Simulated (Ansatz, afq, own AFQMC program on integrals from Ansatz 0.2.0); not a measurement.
Integrals from Ansatz 0.2.0, then the random walk in our own AFQMC program (afq).

```yaml
crystal:
  periodic: [false, false, false]
  atoms:
    - {symbol: Ta, position_ang: [0.000000, 0.000000, 0.000000]}
    - {symbol: Cl, position_ang: [0.000000, 0.000000, 2.875200]}
basis:
  gaussian: {orbitals: def2-TZVPP}
magnetization: {spin_polarized: true, initial_magnetization: 6}
correlation: {method: ccsd_t, electrons: outside_noble_gas, hamiltonian_folder: ham}
```

```sh
$ ansatz run in.yaml --threads 1 --pin off --events-out ev --progress --plain --max-ram 16896MiB --backend cuda --devices 0, --max-vram 18GiB
```

afq runs on the folder ham with

```
--method phaseless --trial hf --walkers 1400 --populations 20 --least-time 40 --time-step 0.005 --steps-per-block 20 --equilibration-blocks 160 --max-blocks 4000 --target-error 0.001050 --factor-cut 1e-05 --start spin_pure --seed 5602 --taylor-order 6
```

Times are imaginary, in 1/Eh. The walk had a cap of 95 s. With eight or more populations the least sampling time is a fifth of least-time, and the error comes from their spread. Core potentials past Kr, no spin–orbit coupling.

Output of the walk:

```
orbitals 89  electrons 9 3  factors 592 of 597
reference energy -515.75481412 Eh
CCSD correlation -0.24903227 Eh in 17 cycles, weight of the determinant in the CISD state 0.8858
energy of the start -515.754979 Eh
 block  time / (1/Eh)  mean weight  energy / Eh
     1     0.100  1.0014  -515.813949
     2     0.200  1.0018  -515.855464
     3     0.300  1.0017  -515.884779
     4     0.400  1.0014  -515.908661
     5     0.500  1.0022  -515.927040
     7     0.700  1.0009  -515.957576
     9     0.900  1.0001  -515.972123
    15     1.500  1.0001  -515.998089
    29     2.900  0.9996  -516.010738
    43     4.300  0.9996  -516.006553
    57     5.700  0.9997  -516.000559
    71     7.100  0.9996  -516.001994
    85     8.500  1.0000  -516.011938
    99     9.900  1.0003  -516.006589
   113    11.300  0.9995  -516.003595
   127    12.700  1.0003  -516.011007
   141    14.100  0.9993  -516.005956
   155    15.500  1.0005  -516.013220
   169    16.900  0.9999  -515.998538
   183    18.300  0.9999  -515.996897
   197    19.700  0.9995  -515.999986
   211    21.100  1.0003  -516.005249
   225    22.500  1.0002  -516.012193
   239    23.900  0.9983  -516.004371
   246    24.600  0.9983  -515.992356
   253    25.300  1.0006  -515.999953
   267    26.700  0.9995  -516.005575
   281    28.100  0.9993  -516.005232
   295    29.500  0.9997  -516.003835
   309    30.900  1.0007  -516.006901
error from the spread of 20 populations
energy -516.002876 +/- 0.001028 Eh
(rows thinned)
```

The run passed its tests (sampling time, drift between the halves within three errors, error under three times the target), which doesn't prove that it has relaxed.

Against this walk (error 28.0 meV) on the same determinant: CCSD(T) 260.5 meV lower, CCSDT(Q) 303.8 meV lower, a separate phaseless walk with a CISD trial and standard settings 249.4 ± 28.4 meV lower. The error is statistical and leaves out the bias of the constraint. CCSDT(Q) is the surest value here, so the walk's 304 meV above it is most likely the bias of the constraint with this trial, which can have either sign.

Cautions: constraint bias not in the error; no spin-orbit coupling; outer-core shells of the metal frozen; lower spins were not checked.

The walk took 52 s on 1 × NVIDIA H100 80GB HBM3 with 2 threads of AMD EPYC 7R13 Processor (Zen 3), on a shared host (the card was shared). The log's last line is the phaseless energy.

CCSDT and higher add their correlation energy to the determinant of the CCSD(T) run, since their own runs factorise the integrals more tightly (a shift of under 2 meV). A walk keeps the symmetry of its determinant, which the program's search chose and which needn't be the lowest solution, so a lower state of the same spin and another symmetry isn't excluded.
